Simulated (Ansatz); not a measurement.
System: corundum (α-Al2O3). Method: r²SCAN in Ansatz (PAW).

Numerical settings: plane-wave cutoff 600 eV, 6×6×6 k mesh, scalar-relativistic PAW data made under PBE.

Cell (relaxed at this level):

```cif
data_Al4O6
_chemical_formula_sum 'Al4 O6'
_space_group_name_H-M_alt 'P 1'
_space_group_IT_number 1
_cell_length_a 5.12931
_cell_length_b 5.12931
_cell_length_c 5.12931
_cell_angle_alpha 55.274
_cell_angle_beta 55.274
_cell_angle_gamma 55.274
loop_
_space_group_symop_operation_xyz
  'x, y, z'
loop_
_atom_site_label
_atom_site_type_symbol
_atom_site_fract_x
_atom_site_fract_y
_atom_site_fract_z
_atom_site_occupancy
Al1 Al 0.85191 0.85191 0.85191 1
Al2 Al 0.35191 0.35191 0.35191 1
Al3 Al 0.14809 0.14809 0.14809 1
Al4 Al 0.64809 0.64809 0.64809 1
O1 O 0.44363 0.05637 0.75000 1
O2 O 0.05637 0.75000 0.44363 1
O3 O 0.55637 0.94363 0.25000 1
O4 O 0.25000 0.55637 0.94363 1
O5 O 0.94363 0.25000 0.55637 1
O6 O 0.75000 0.44363 0.05637 1
```

Question: Predict the elastic constant C44, Voigt–Reuss–Hill shear modulus (Hill average), elastic constant C13, elastic constant C11, elastic constant C12, elastic constant C33 and elastic constant C66.

Answer: 
elastic constant C44: 150 GPa
Voigt–Reuss–Hill shear modulus (Hill average): 165 GPa
elastic constant C13: 119 GPa
elastic constant C11: 500 GPa
elastic constant C12: 163 GPa
elastic constant C33: 505 GPa
elastic constant C66: 168 GPa

Measured, for comparison: elastic constant C44 147 GPa, elastic constant C12 163 GPa, elastic constant C33 501 GPa (temperature not stated, not corrected to a static lattice; as tabulated in Oses et al. (2018), arXiv:1811.08464); elastic constant C13 116 GPa (temperature not stated, not corrected to a static lattice, our sources range from 112 to 116; as tabulated in Oses et al. (2018), arXiv:1811.08464); elastic constant C11 497 GPa (temperature not stated, not corrected to a static lattice; as tabulated in Liu et al. (2023), arXiv:2002.00005). Computed (rounded) less measured: elastic constant C44 +2 %, elastic constant C13 +3 % (+3 % to +6 % over the range), elastic constant C11 +0.6 %, elastic constant C12 0.0 %, elastic constant C33 +0.8 %. A static lattice is as a rule a little smaller and stiffer than an uncorrected measurement, which narrows the difference in the elastic constant C44, elastic constant C13 and would widen misses of the other sign.

Elastic constants are with the ions relaxed.

Computed values are for the static lattice.

Computing time: very roughly 17 core-minutes.

Ansatz is a first-principles code.
